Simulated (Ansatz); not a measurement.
**SiNO+ (triplet): the correlation ladder, cc-pVDZ**

Aim: climb from Hartree-Fock through coupled cluster for SiNO+ (triplet) at one geometry and basis, and see what each rung misses.

The runs use Ansatz 0.2.0, Gaussian basis; cc-pVDZ, core rule «outside noble gas», up to 7 orbitals frozen.

The runs, in order: UHF; CCSD(T) on ROHF; CCSD(T) on UHF; BCCD(T) on ROHF; CISD as a restricted active space (open shells left free, so some higher excitations enter); CCSDT(Q) on ROHF; CCSDT(Q) on UHF.

35 further runs of the same task are left out: 11 for a known fault of the program, 10 that didn't finish, 14 set aside as unsound or not needed. Runs told in other sessions of the task aren't counted.

### 1 The geometry

The geometry is a PBE0/def2-TZVP stationary point (not a proven minimum) of the parent state, kept for this charge and spin.

3 atoms, charge 1, spin multiplicity 3.

Atoms are counted from 1 here; the program's logs count them from 0.

Bond lengths: N1–O2 1.289 Å, O2–Si3 1.710 Å. Angles: N1–O2–Si3 128.1°.

### 2 UHF

Input file in.yaml:

```yaml
crystal:
  periodic: [false, false, false]
  atoms:
    - {symbol: N, position_ang: [0.000000, -0.294753, 1.597255]}
    - {symbol: O, position_ang: [0.000000, 0.427443, 0.529787]}
    - {symbol: Si, position_ang: [0.000000, -0.096502, -1.098380]}
basis:
  gaussian: {orbitals: cc-pVDZ}
total_charge: 1
magnetization: {spin_polarized: true, initial_magnetization: 2}
hamiltonian: {xc: hf}
output: {orbitals: {seedname: orbitals}}
```

Command:

```console
$ ansatz run in.yaml --threads 1 --pin off --events-out ev --progress --plain --max-ram 2393MiB
```

Further steps of the session: CCSD(T) on ROHF; CCSD(T) on UHF; BCCD(T) on ROHF; CISD as a restricted active space (open shells left free, so some higher excitations enter); CCSDT(Q) on ROHF; CCSDT(Q) on UHF.

**Question.** What will the summary of the whole plan be? Wanted: UCCSDT(Q) from the RHF energy; RMP2 from UCCSDT(Q); UMP2 from UCCSDT(Q); RCCSD from UCCSDT(Q); RCCSD(T) from UCCSDT(Q); UCCSD(T) from UCCSDT(Q); RCCSDT(Q) from UCCSDT(Q); T1 diagnostic.

The runs gave:

| quantity | value |
| --- | --- |
| UCCSDT(Q) from the ROHF energy | -10.7555 eV |
| RMP2 from UCCSDT(Q) | +28.16 kcal/mol |
| UMP2 from UCCSDT(Q) | +28.49 kcal/mol |
| RCCSD from UCCSDT(Q) | +10.12 kcal/mol |
| RCCSD(T) from UCCSDT(Q) | +2.01 kcal/mol |
| UCCSD(T) from UCCSDT(Q) | +2.00 kcal/mol |
| RCCSDT(Q) from UCCSDT(Q) | +0.33 kcal/mol |
| levels within 1 kcal/mol (43 meV) | RCCSDT(Q) |
| T1 diagnostic | 0.043 |

**Reading.** RCCSD(T) misses by +2.01 kcal/mol, 0.8 % of the correlation energy. These misses are within one basis, not against nature; the frozen cores of restricted and unrestricted runs differ, which can shift their rows.

With open shells the CI space here admits some higher excitations, so it is larger than plain CISD.
